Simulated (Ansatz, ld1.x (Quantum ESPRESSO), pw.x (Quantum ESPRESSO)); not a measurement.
## pw.x on bcc P: one setting changed

Potential: norm-conserving Troullier–Martins (Kleinman–Bylander form), ld1.x (Quantum ESPRESSO) 7.5, PBEsol; core [Ne], reference 3s2 3p3; waves: 3s (bound): rc 1.34 bohr; 3p (bound): rc 1.70 bohr; 3d channel at -0.1 Ry: rc 1.54 bohr; local part: the d channel; core correction: Bessel-smoothed model core inside 0.70 bohr.

The reference run (k-mesh 15³, cutoffs 85/340 Ry, Fermi–Dirac 0.01 Ry, mixing_beta 0.4, conv_thr 1e-9, no spin) gives -2.00 GPa at 13.798 Å³/atom, where all-electron LAPW gives -1.04 GPa. This run, with its own iteration cap, changes nbnd to 6.

```
&control
  calculation='scf', prefix='x', pseudo_dir='./', outdir='./tmp', tstress=.true., disk_io='none'
/
&system
  ibrav=0, nat=1, ntyp=1, ecutwfc=85, ecutrho=340, nbnd=6,
  occupations='smearing', smearing='fd', degauss=0.01
/
&electrons
  conv_thr=1e-09, mixing_beta=0.4, electron_maxstep=70
/
ATOMIC_SPECIES
P 1.0 P.UPF
CELL_PARAMETERS angstrom
  -1.51095681 1.51095681 1.51095681
  1.51095681 -1.51095681 1.51095681
  1.51095681 1.51095681 -1.51095681
ATOMIC_POSITIONS crystal
P 0.0000 0.0000 0.0000
K_POINTS automatic
15 15 15 0 0 0
```

```bash
pw.x < P.scf.in > P.scf.out
```

Question: How does the run end?

Answer: It converges in 7 iterations; the free energy moves by +0.0 meV/atom and the pressure by +0.00 GPa. The result is that of the reference run.

```
Message from routine setup:
     using ibrav=0 with symmetry is DISCOURAGED, use correct ibrav instead
     lattice parameter (alat)  =       4.9455  a.u.
     unit-cell volume          =      93.1135 (a.u.)^3
     number of electrons       =         5.00
     number of Kohn-Sham states=            6
     kinetic-energy cutoff     =      85.0000  Ry
     charge density cutoff     =     340.0000  Ry
     scf convergence threshold =      1.0E-09
     Exchange-correlation= PBESOL
     number of k points=   120  Fermi-Dirac smearing, width (Ry)=  0.0100
     iteration #  1     ecut=    85.00 Ry     beta= 0.40
     total energy              =     -32.90495424 Ry
     estimated scf accuracy    <       0.00230435 Ry
     iteration #  2     ecut=    85.00 Ry     beta= 0.40
     total energy              =     -32.90482901 Ry
     estimated scf accuracy    <       0.00064420 Ry
     iteration #  3     ecut=    85.00 Ry     beta= 0.40
     total energy              =     -32.90488681 Ry
     estimated scf accuracy    <       0.00001090 Ry
     iteration #  4     ecut=    85.00 Ry     beta= 0.40
     c_bands:  1 eigenvalues not converged
     total energy              =     -32.90489445 Ry
     estimated scf accuracy    <       0.00000020 Ry
     iteration #  5     ecut=    85.00 Ry     beta= 0.40
     total energy              =     -32.90489385 Ry
     estimated scf accuracy    <       0.00000110 Ry
     iteration #  6     ecut=    85.00 Ry     beta= 0.40
     total energy              =     -32.90489393 Ry
     estimated scf accuracy    <          5.7E-09 Ry
     iteration #  7     ecut=    85.00 Ry     beta= 0.40
     the Fermi energy is    11.7584 ev
!    total energy              =     -32.90489393 Ry
     estimated scf accuracy    <          3.6E-10 Ry
     smearing contrib. (-TS)   =      -0.00204215 Ry
     The total energy is F=E-TS. E is the sum of the following terms:
     one-electron contribution =       6.24856894 Ry
     hartree contribution      =       0.18791442 Ry
     xc contribution           =     -23.40738234 Ry
     ewald contribution        =     -15.93195280 Ry
     convergence has been achieved in   7 iterations
          total   stress  (Ry/bohr**3)                   (kbar)     P=      -20.01
     Message from routine punch:
     Nothing written, as per user request (disk_io='none')
```

The run took about 8.8 s on one core of a shared host (Neoverse-V2, 32 threads, 247 GiB, load 30).
